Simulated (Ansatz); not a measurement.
The input, for Ansatz 0.2.0:

```yaml
crystal:
  periodic: [false, false, false]
  atoms:
    - {symbol: Si, position_ang: [0.000000, 0.000000, 0.562441]}
    - {symbol: B, position_ang: [0.000000, 0.000000, -1.359948]}
    - {symbol: H, position_ang: [0.000000, 1.218724, 1.409347]}
    - {symbol: H, position_ang: [0.000000, -1.218724, 1.409347]}
    - {symbol: H, position_ang: [0.000000, 1.037036, -1.952056]}
    - {symbol: H, position_ang: [0.000000, -1.037036, -1.952056]}
basis:
  gaussian: {orbitals: cc-pVDZ}
magnetization: {spin_polarized: true, initial_magnetization: 1}
correlation: {method: ccsdt_q, electrons: outside_noble_gas}
```

```sh
$ ansatz run in.yaml --threads 1 --pin off --events-out ev --progress --plain --max-ram 2393MiB
```

Output:

```
989 factors; integrals over basis functions are off by at most 2.3e-7 eV
mean field evaluation 1: about -8594.2635 eV, gradient 1.0e1 eV
mean field evaluation 2: about -8594.2982 eV, gradient 1.0e1 eV
mean field evaluation 4: about -8595.3838 eV, gradient 1.1e0 eV
mean field evaluation 8: about -8595.4250 eV, gradient 1.4e-2 eV
mean field evaluation 16: about -8595.3415 eV, gradient 1.1e0 eV
mean field evaluation 32: about -8591.0823 eV, gradient 1.8e-1 eV
mean field -8595.42505136 eV, -315.8760444493 hartree, gradient 2.1e-6 eV, S^2 0.761407; 0 other end points of the search recorded, 0 dependent functions left out
6 core orbitals not correlated: weight in the atoms' cores, before any rotation towards them, 1.000 or more for the frozen orbitals, at most 0.000 for the correlated occupied ones
reference -8595.42505136 eV, -315.8760444493 hartree; 6, 5 occupied and 40, 41 virtual orbitals, 989 factors
second order -4.73342264 eV of doubles, -0.00000000 eV of singles
cycle   1  -5.54675104 eV  change   -8.1e-1 eV  update   7.4e-2
cycle   2  -5.97709487 eV  change   -4.3e-1 eV  update   3.1e-2
cycle   3  -6.01728021 eV  change   -4.0e-2 eV  update   1.2e-2
cycle   4  -6.02001957 eV  change   -2.7e-3 eV  update   5.9e-3
cycle   5  -6.01984637 eV  change    1.7e-4 eV  update   2.4e-3
cycle   6  -6.01851930 eV  change    1.3e-3 eV  update   1.2e-3
cycle   7  -6.01861289 eV  change   -9.4e-5 eV  update   4.2e-4
cycle   8  -6.01894584 eV  change   -3.3e-4 eV  update   1.7e-4
cycle   9  -6.01891077 eV  change    3.5e-5 eV  update   6.6e-5
cycle  10  -6.01882186 eV  change    8.9e-5 eV  update   2.7e-5
cycle  11  -6.01882528 eV  change   -3.4e-6 eV  update   1.2e-5
cycle  12  -6.01883458 eV  change   -9.3e-6 eV  update   5.3e-6
cycle  13  -6.01884182 eV  change   -7.2e-6 eV  update   2.0e-6
cycle  14  -6.01884341 eV  change   -1.6e-6 eV  update   7.7e-7
cycle  15  -6.01884290 eV  change    5.1e-7 eV  update   3.1e-7
perturbative correction -0.00608737 eV, -0.0002237066 hartree
Total energy: -8601.44998163 eV, -316.0974565527 hartree
```

Ran on 1 thread of AMD EPYC 7R43, shared host: 50 s wall, 0.71 GiB peak host memory.
